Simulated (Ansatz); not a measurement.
Ideal-gas functions of `ClC=C(Cl)Cl` at 600 K and 1 bar, from an Ansatz frequency run at PBE0-D4/def2-TZVP.

Molar mass 131.39 g/mol, point group Cs (symmetry number 1), electronic degeneracy 1, moments of inertia 129.393, 332.18, 461.573 u Å². Harmonic wavenumbers (cm⁻¹, unscaled): 170, 208, 278, 395, 485, 649, 820, 872, 955, 1268, 1666, 3243.

Use S(trans) = R[1.5 ln M + 2.5 ln T − 1.1517]; rotational temperatures θ = 24.2544 K / I; S(rot) = R[ln(√π/σ · √(T³/θAθBθC)) + 1.5]; for each mode x = 1.438777 ν̃/T, S = R[x/(eˣ − 1) − ln(1 − e⁻ˣ)] and H = RT x/(eˣ − 1); 1 cm⁻¹ = 0.0119627 kJ/mol; R = 8.31446 J/(mol·K).

Task: By hand: the entropy, in J/(mol·K).

Result: Translation 184.2. Rotation: θ = 0.1874, 0.073, 0.0525 K, giving 127.1. Vibration, mode by mode: 15.83, 14.18, 11.84, 9.07, 7.51, 5.43, 3.91, 3.55, 3.03, 1.68, 0.78, 0.03, in all 76.8. Electronic 0.0. Sum 388.1 J/(mol·K).

Task: By hand: H − E and G − E in kJ/mol, counted from the electronic energy.

Result: Zero-point energy ½ × 11009 × 0.0119627 = 65.8; thermal vibration 24.6; translation, rotation and pV give 4 RT = 20.0. H − E = 110.4 kJ/mol, and G − E = 110.4 − 600 × 388.1/1000 = -122.5 kJ/mol.

Vibration gives 20 % of the entropy.
